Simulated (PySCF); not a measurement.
**Level sweep**

C₂H₇Al.
SMILES: `C[CH2][AlH2]`

PySCF, dipoles from the SCF density, polarisabilities from static response with core orbitals frozen. The structure is a single PBE0-D3(BJ)/def2-SVP conformer in the gas phase; no vibrational or solvent corrections.

The anisotropy is √(½[(α1 − α2)² + (α2 − α3)² + (α3 − α1)²]).

| level | μ (D) | α (au) | anisotropy (au) |
| --- | --- | --- | --- |
| LDA/def2-SVPD | 0.810 | 59.65 | 18.61 |
| PBE/def2-SVPD | 0.795 | 58.27 | 17.77 |
| B3LYP/def2-SVPD | 0.730 | 56.29 | 16.35 |
| PBE0/def2-SVPD | 0.748 | 55.87 | 15.96 |
| BHandHLYP/def2-SVPD | 0.681 | 53.97 | 14.67 |
| CAM-B3LYP/def2-SVPD | 0.705 | 55.34 | 15.27 |
| wB97X-D/def2-SVPD | 0.739 | 55.54 | 14.95 |
| LC-wPBE/def2-SVPD | 0.718 | 53.86 | 13.85 |
| HF/def2-SVPD | 0.660 | 51.63 | 12.47 |
| PBE0/6-31G* | 0.735 | 45.10 | 15.86 |
| PBE0/6-31+G* | 0.713 | 49.84 | 18.76 |
| PBE0/def2-SVP | 0.743 | 47.68 | 17.40 |
| PBE0/aug-cc-pVDZ | 0.764 | 57.10 | 16.96 |
| PBE0/def2-TZVP | 0.758 | 53.35 | 15.90 |
| PBE0/def2-TZVPD | 0.751 | 56.74 | 16.56 |

The dipole runs from 0.66 D (HF/def2-SVPD) to 0.81 D (LDA/def2-SVPD). No reference polarisability is at hand; against PBE0 in the largest diffuse basis at hand (def2-TZVPD) the other PBE0 rows deviate by 6-31G* -21%, 6-31+G* -12%, def2-SVP -16%, def2-SVPD -2%, aug-cc-pVDZ +1%, def2-TZVP -6%. In one basis (def2-SVPD) the functionals order the polarisability from HF (lowest) to LDA (highest), a spread of 16%. With PBE0 the polarisability is 48.71 au without diffuse functions (mean of 6-31G*, def2-SVP and def2-TZVP) and 54.89 au with them (mean of 6-31+G*, def2-SVPD, aug-cc-pVDZ and def2-TZVPD).
